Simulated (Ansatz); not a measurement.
Geometry optimisation, RKS PBE0-D4/def2-SVP (Ansatz).

The input (input.yaml):

```yaml
crystal:
  periodic: [false, false, false]
  atoms:
    - { symbol: O, position_ang: [0.1167, -1.1332, -1.0814] }
    - { symbol: C, position_ang: [0.0487, -0.5916, 0.2269] }
    - { symbol: S, position_ang: [-0.6341, -1.8721, 1.3026] }
    - { symbol: O, position_ang: [-0.6865, 0.5749, 0.2796] }
    - { symbol: C, position_ang: [-0.0946, 1.6684, -0.3035] }
    - { symbol: F, position_ang: [0.9792, 1.9746, 0.4898] }
    - { symbol: H, position_ang: [-0.6849, -1.6663, -1.1123] }
    - { symbol: H, position_ang: [1.117, -0.3536, 0.5357] }
    - { symbol: H, position_ang: [0.4473, -2.6839, 1.2222] }
    - { symbol: H, position_ang: [0.2333, 1.4868, -1.2892] }
    - { symbol: H, position_ang: [-0.7768, 2.539, -0.2497] }
basis:
  gaussian: { orbitals: def2-SVP }
hamiltonian:
  xc: pbe0
  dispersion: d4
relax:
  f_tol: 0.02
  max_steps: 50
output:
  orbitals: {}
```

Launched with:

```bash
$ ansatz run input.yaml --threads 2 --pin off --max-ram 3072MiB --backend cpu --events-out ev --progress --plain --runs-dir out
```

Question: Where does it end, and by what steps?

Answer: The forces met the threshold. After 6 steps the energy has fallen by 0.314 eV; H7 moved furthest, 0.24 Å.

| step | energy less start (eV) | largest force component (eV/Å) | accepted |
| --- | --- | --- | --- |
| 0 | 0.0000 | 2.528 | yes |
| 1 | -0.2453 | 0.964 | yes |
| 2 | -0.2970 | 0.353 | yes |
| 3 | -0.2864 | 0.611 | no |
| 4 | -0.3123 | 0.097 | yes |
| 5 | -0.3073 | 0.396 | no |
| 6 | -0.3141 | 0.018 | yes |

```xyz
11
Properties=species:S:1:pos:R:3
O 0.162 -1.139 -1.053
C 0.150 -0.626 0.221
S -0.578 -1.756 1.458
O -0.645 0.524 0.334
C -0.099 1.639 -0.262
F 0.942 2.124 0.477
H -0.729 -1.470 -1.237
H 1.196 -0.396 0.477
H 0.279 -2.762 1.180
H 0.282 1.406 -1.272
H -0.894 2.399 -0.301
```

The run took 18 s on 2 threads of INTEL(R) XEON(R) PLATINUM 8581C CPU @ 2.30GHz (Emerald Rapids), on a shared host, peak memory 0.28 GiB.
